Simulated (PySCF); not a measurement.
S: electron affinity

S⁻ [Ne] 3s2 3p5 (2P) → S [Ne] 3s2 3p4 (3P), as a difference of total energies. Calculation: PySCF 2.14, in aug-cc-pV(5+d)Z (8s7p6d4f3g2h, 136 functions); the non-relativistic Hamiltonian (point nucleus). Correlated levels: valence: [Ne] frozen. The calculations carry no spin-orbit coupling.

Q: Order these methods by the electron affinity they give, lowest first.
A. LDA
B. r2SCAN0
C. PBE0
D. wB97X-V

A: B (2.045 eV), C (2.066 eV), D (2.124 eV), A (2.394 eV).

In the anion the highest occupied orbital energy is positive at LDA, PBE, PBE0, r2SCAN, a self-interaction effect; the basis confines that electron, and the energy difference can still be sensible.

For comparison: 2.077 eV (measured; photodetachment measurements, as compiled on the Wikipedia data page of electron affinities).
